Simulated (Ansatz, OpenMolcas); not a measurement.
# Errors in the atomisation enthalpy at 298 K

8 molecules with open shells; the atomisation enthalpy at 298 K in kJ/mol, computed less measured. Shapes, held fixed at every level: PBE0-D4/def2-TZVP. Flexible molecules stand in one conformer, not always the lowest. Thermal terms are harmonic and unscaled (PBE0-D4/def2-TZVP); the spin-orbit lowering of the free atoms is taken from their spectra. Programs: Ansatz 0.2.0, OpenMolcas 26.06. Measured values: Active Thermochemical Tables.

Levels: A = r2SCAN-D4/def2-TZVPP; B = B3LYP/6-31G* (spherical functions); C = wB97M-V/def2-TZVPP.

```tsv
molecule	from tabulated heats	A	B	C
N2H (dinitrogen monohydride)	913	-2	+5	+18
C2HO (SMILES C#C[O])	1723	+45	+1	+10
CH2N (SMILES C=[N])	1387	+8	+9	+9
CH3O (hydroxymethyl radical)	1636	+15	-23	+3
C2H3O (acetyl radical)	2347	+22	-4	+6
C3H3 (cyclopropenyl radical)	2318	+33	-7	+11
C3H3 (propargyl radical)	2453	+31	-7	+2
C2H5O (ethoxy radical)	2784	+28	+14	+15
```

(1) Sum up the errors.

Answers

(1) 
| level | kind | mean error | mean absolute error | worst case |
| --- | --- | --- | --- | --- |
| r2SCAN-D4/def2-TZVPP | meta-GGA | +22.5 | 23.0 | C2HO |
| B3LYP/6-31G* (spherical functions) | global hybrid | -1.5 | 8.8 | CH3O |
| wB97M-V/def2-TZVPP | range-separated hybrid | +9.2 | 9.2 | N2H |

On this set B3LYP/6-31G* (spherical functions) has the smallest mean absolute error and r2SCAN-D4/def2-TZVPP the largest. r2SCAN-D4/def2-TZVPP is too high in 7 of 8; wB97M-V/def2-TZVPP is too high in 8 of 8. Heats of the atoms come from ATcT where it has them. The levels differ in basis as well as in method. The smallest two are near a tie. A functional in a double-zeta set wins here by errors that cancel. Open shells run unrestricted. The set is small.
